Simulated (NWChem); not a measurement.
# hydrazine (N₂H₄); SMILES NN

Program: NWChem. Medium grid unless said otherwise, to which SCAN and Minnesota functionals are sensitive. Structure relaxed at the PBE-D3(BJ)/def2-SVP level. Hybrids' shares of exact exchange are those that their runs print; pure functionals count as 0. The functionals differ in more than this share.

```csv
row,share of exact exchange,orbital gap (eV)
PBE/def2-SVP,0.00,5.97
revPBE/def2-SVP,0.00,5.99
B3LYP/def2-SVP,0.20,7.88
M06-2X/def2-SVP,0.54,withheld
Hartree-Fock/def2-SVP,1.00,15.77
```

Problem. Fit a straight line of the last column on the one before it, predict the withheld value, and compare with the run.

Solution. 
1. Means of the 4 shown rows: x = 0.300, y = 8.902. Slope Σ(x − x̄)(y − ȳ)/Σ(x − x̄)² = 6.663/0.6800 = 9.799; intercept 5.963.
2. The shown rows scatter about the line by 0.026 (root mean square); the largest residual is -0.04, at B3LYP/def2-SVP.
3. At x = 0.54 (M06-2X/def2-SVP; inside the shown range) the line gives 11.25.
4. The run gives 10.88, -0.37 from the line, 14.3 times the scatter.
